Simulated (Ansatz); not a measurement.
# NH₃O (triplet): from Hartree-Fock to the top rungs at distance N1–H4 along a hydrogen transfer = 1.126 Å, cc-pVDZ

Aim: climb from Hartree-Fock through coupled cluster and multireference methods for NH₃O (triplet) at one geometry and basis, and see what each rung misses.

The runs use Ansatz 0.2.0, Gaussian basis; cc-pVDZ, core rule «outside noble gas», up to 2 orbitals frozen.

Plan: UHF; CCSD(T) on ROHF; CCSD(T) on UHF; BCCD(T) on ROHF; CISD; CCSDT(Q) on ROHF; CCSDT(Q) on UHF; CASSCF and MRCISD+Q, 4 electrons in 4 orbitals; CASSCF and NEVPT2, 4 electrons in 4 orbitals; CASSCF and NEVPT2, 14 electrons in 11 orbitals.

7 further runs of the same task are left out: 5 that didn't finish, 2 set aside as unsound or not needed.

## 1. The geometry

The geometry derives from fragments relaxed apart (PBE0/def2-TZVP) and kept rigid, so it is no stationary point. A hydrogen atom is moved between rigid fragments.

5 atoms, charge 0, spin multiplicity 3.

Atoms are counted from 1 here; the program's logs count them from 0.

Bond lengths: N1–H2 1.012 Å, N1–H3 1.012 Å, N1–H4 1.126 Å, H4–O5 1.141 Å. Angles: H2–N1–H3 107.1°, H2–N1–H4 107.1°, H3–N1–H4 107.1°, N1–H4–O5 180.0°.

Geometry (Å):

```csv
atom,x (Å),y (Å),z (Å)
N1,-1.11433,-0.01726,-0.02686
H2,-1.41161,0.95057,-0.02686
H3,-1.41161,-0.41956,0.85340
H4,0.01167,-0.01726,-0.02686
O5,1.15267,-0.01726,-0.02686
```

## 2. UHF

Input file in.yaml:

```yaml
crystal:
  periodic: [false, false, false]
  atoms:
    - {symbol: N, position_ang: [-1.114332, -0.017258, -0.026862]}
    - {symbol: H, position_ang: [-1.411612, 0.950575, -0.026861]}
    - {symbol: H, position_ang: [-1.411611, -0.419557, 0.853398]}
    - {symbol: H, position_ang: [0.011668, -0.017258, -0.026862]}
    - {symbol: O, position_ang: [1.152668, -0.017257, -0.026862]}
basis:
  gaussian: {orbitals: cc-pVDZ}
magnetization: {spin_polarized: true, initial_magnetization: 2}
hamiltonian: {xc: hf}
output: {orbitals: {seedname: orbitals}}
```

The run is started by

```bash
ansatz run in.yaml --threads 1 --pin off --events-out ev --progress --plain --max-ram 2393MiB
```

Further steps of the session: CCSD(T) on ROHF; CCSD(T) on UHF; BCCD(T) on ROHF; CISD; CCSDT(Q) on ROHF; CCSDT(Q) on UHF; CASSCF and MRCISD+Q, 4 electrons in 4 orbitals; CASSCF and NEVPT2, 4 electrons in 4 orbitals; CASSCF and NEVPT2, 14 electrons in 11 orbitals.

Before running them: what should the planned runs give, taken together? Wanted: UCCSDT(Q) below the RHF energy; RMP2 from UCCSDT(Q); UMP2 from UCCSDT(Q); RCCSD from UCCSDT(Q); RCCSD(T) from UCCSDT(Q); UCCSD(T) from UCCSDT(Q); RCCSDT(Q) from UCCSDT(Q); NEVPT2 pair from UCCSDT(Q); MRCISD+Q pair from UCCSDT(Q).

**Answer**, as computed:

| quantity | value |
| --- | --- |
| UCCSDT(Q) below the RHF energy | -10.0909 eV |
| RMP2 from UCCSDT(Q) | +1068.6 meV |
| UMP2 from UCCSDT(Q) | +1112.9 meV |
| RCCSD from UCCSDT(Q) | +249.4 meV |
| RCCSD(T) from UCCSDT(Q) | +41.2 meV |
| UCCSD(T) from UCCSDT(Q) | +39.2 meV |
| RCCSDT(Q) from UCCSDT(Q) | +1.4 meV |
| NEVPT2 pair from UCCSDT(Q) | +1025.3 meV |
| MRCISD+Q pair from UCCSDT(Q) | +142.1 meV |
| NEVPT2 valence from UCCSDT(Q) | +1313.5 meV |
| levels within 1 kcal/mol (43 meV) | RCCSD(T), UCCSD(T), BCCD(T), RCCSDT, UCCSDT, RCCSDT(Q) |
| T1 diagnostic | 0.043 |
| effectively unpaired electrons | 2.02 |

**Reading.** RCCSD(T) misses by +41.2 meV, 0.4 % of the correlation energy. The occupations are near whole numbers, but T1 = 0.043 shows that the orbitals relax strongly. Of the multireference levels listed MRCISD+Q pair comes nearest in total energy (+142.1 meV), which doesn't show that its space is the better one. These misses are within one basis, not against nature; the frozen cores of restricted and unrestricted runs differ, which can shift their rows.
